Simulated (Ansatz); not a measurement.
Ansatz (a first-principles code) input (CCSD(T)/aug-cc-pVDZ):

Ansatz 0.2 input:
```yaml
crystal:
  periodic: [false, false, false]
  atoms:
    - {symbol: C, position_ang: [0.00724967, -0.72295051, 0.71906962]}
    - {symbol: C, position_ang: [0.04562440, 0.68254748, 0.81501059]}
    - {symbol: C, position_ang: [-0.04432848, -0.81177839, -0.68647340]}
    - {symbol: C, position_ang: [-0.00734761, 0.73271783, -0.72878450]}
    - {symbol: H, position_ang: [0.01502855, -1.49867503, 1.49062995]}
    - {symbol: H, position_ang: [-0.51892031, 1.32167605, 1.50036933]}
    - {symbol: H, position_ang: [0.52058812, -1.48799353, -1.33494466]}
    - {symbol: H, position_ang: [0.87841978, 1.16576513, -1.21872836]}
    - {symbol: H, position_ang: [-0.90230394, 1.21600897, -1.15026007]}
basis:
  gaussian:
    orbitals: aug-cc-pVDZ
total_charge: -1
magnetization: {spin_polarized: false}
correlation: {method: ccsd_t, electrons: outside_noble_gas}
output: {forces: true}
```

End of the output:

```
coupled cluster: 0.99 GiB planned
cycle   1  -16.28565373 eV  change   -2.0e-1 eV  update   1.1e-1
cycle   2  -16.74427329 eV  change   -4.6e-1 eV  update   3.3e-2
cycle   3  -16.86877503 eV  change   -1.2e-1 eV  update   1.8e-2
cycle   4  -16.86638316 eV  change    2.4e-3 eV  update   5.8e-3
cycle   5  -16.86288359 eV  change    3.5e-3 eV  update   3.0e-3
cycle   6  -16.86344282 eV  change   -5.6e-4 eV  update   1.2e-3
cycle   7  -16.86304525 eV  change    4.0e-4 eV  update   4.9e-4
cycle   8  -16.86273176 eV  change    3.1e-4 eV  update   2.4e-4
cycle   9  -16.86276390 eV  change   -3.2e-5 eV  update   1.3e-4
cycle  10  -16.86281417 eV  change   -5.0e-5 eV  update   7.6e-5
cycle  11  -16.86275650 eV  change    5.8e-5 eV  update   4.1e-5
cycle  12  -16.86277768 eV  change   -2.1e-5 eV  update   2.3e-5
cycle  13  -16.86278448 eV  change   -6.8e-6 eV  update   1.1e-5
cycle  14  -16.86278946 eV  change   -5.0e-6 eV  update   6.3e-6
cycle  15  -16.86279449 eV  change   -5.0e-6 eV  update   3.1e-6
cycle  16  -16.86279443 eV  change    6.3e-8 eV  update   1.6e-6
perturbative correction -0.79950200 eV, -0.0293811566 hartree
the calculation of the forces begins
Total energy: -4214.89410280 eV, -154.8945013201 hartree
Atom 0 at     0.007250    -0.722951     0.719070 Å, force     0.007945    -0.792288     0.788034 eV/Å
Atom 1 at     0.045624     0.682547     0.815011 Å, force     0.198161     0.800223     0.208937 eV/Å
Atom 2 at    -0.044328    -0.811778    -0.686473 Å, force    -0.204113    -0.206655    -0.799319 eV/Å
Atom 3 at    -0.007348     0.732718    -0.728784 Å, force    -0.002326     0.231996    -0.230751 eV/Å
Atom 4 at     0.015029    -1.498675     1.490630 Å, force     0.003319    -0.330935     0.329158 eV/Å
Atom 5 at    -0.518920     1.321676     1.500369 Å, force    -0.206775     0.298659     0.329898 eV/Å
Atom 6 at     0.520588    -1.487994    -1.334945 Å, force     0.207052    -0.326199    -0.302506 eV/Å
Atom 7 at     0.878420     1.165765    -1.218728 Å, force     0.368278     0.151426    -0.176689 eV/Å
Atom 8 at    -0.902304     1.216009    -1.150260 Å, force    -0.371539     0.173772    -0.146763 eV/Å
Dipole moment:    -0.000662     0.066059    -0.065705 e Å
```

It need not be the lowest isomer of its formula. Whether it binds its extra electron was not tested at this geometry.
